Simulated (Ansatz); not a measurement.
Input for Ansatz (an electronic-structure program): R-CCSD(T)/aug-cc-pVTZ on CH2O (SMILES C=O).

Ansatz 0.2 input:
```yaml
crystal:
  periodic: [false, false, false]
  atoms:
    - {symbol: O, position_ang: [0.00000000, -0.51877334, -1.82845679]}
    - {symbol: C, position_ang: [0.00000000, 0.68616220, -1.73709412]}
    - {symbol: H, position_ang: [0.00000000, 1.33077474, -2.63186355]}
    - {symbol: H, position_ang: [0.00000000, 1.18902807, -0.75645498]}
basis:
  gaussian:
    orbitals: aug-cc-pVTZ
magnetization: {spin_polarized: false}
correlation: {method: ccsd_t, electrons: outside_noble_gas}
scf: {lower_state_search: off}
```

Output:

```
WARN ansatz: RAYON_NUM_THREADS=1 ignored (pool sized by the plan → 1); use --threads N
Functional definition: HF
these checks for a lower state are left out or cut short: stability, starts, cluster_reference, orbital_swaps, neighbouring_geometries, increment
integrals: 0.28 GiB planned
805 factors; integrals over basis functions are off by at most 1.3e-3 eV
mean field: 0.23 GiB planned
mean field evaluation 1: about -3097.7289 eV, gradient 3.2e1 eV
mean field evaluation 2: about -3097.7292 eV, gradient 3.2e1 eV
mean field evaluation 4: about -3099.7194 eV, gradient 2.3e0 eV
mean field evaluation 8: about -3099.7463 eV, gradient 1.4e-1 eV
mean field -3099.74638547 eV, -113.9135785825 hartree, gradient 2.3e-6 eV, S^2 0.000000; 0 other end points of the search recorded, 0 dependent functions left out
2 core orbitals not correlated
reference -3099.74638547 eV, -113.9135785825 hartree; 6, 6 occupied and 130, 130 virtual orbitals, 805 factors
second order -10.96034199 eV of doubles, -0.00000000 eV of singles
coupled cluster: 0.55 GiB planned
cycle   1  -10.81618231 eV  change    1.4e-1 eV  update   8.4e-2
cycle   2  -11.12955411 eV  change   -3.1e-1 eV  update   2.7e-2
cycle   3  -11.21727414 eV  change   -8.8e-2 eV  update   1.4e-2
cycle   4  -11.20605088 eV  change    1.1e-2 eV  update   3.5e-3
cycle   5  -11.20640799 eV  change   -3.6e-4 eV  update   1.6e-3
cycle   6  -11.20724661 eV  change   -8.4e-4 eV  update   5.0e-4
cycle   7  -11.20707457 eV  change    1.7e-4 eV  update   1.9e-4
cycle   8  -11.20702096 eV  change    5.4e-5 eV  update   5.8e-5
cycle   9  -11.20703708 eV  change   -1.6e-5 eV  update   2.1e-5
cycle  10  -11.20703613 eV  change    9.5e-7 eV  update   5.7e-6
perturbative correction -0.47561094 eV, -0.0174783797 hartree
Total energy: -3111.42903254 eV, -114.3429079436 hartree
Checks for a lower state left out: stability, starts, cluster_reference, orbital_swaps, neighbouring_geometries, increment
```

The calculation finished and met its thresholds.

Cost: about 9 core-seconds (a rough figure).
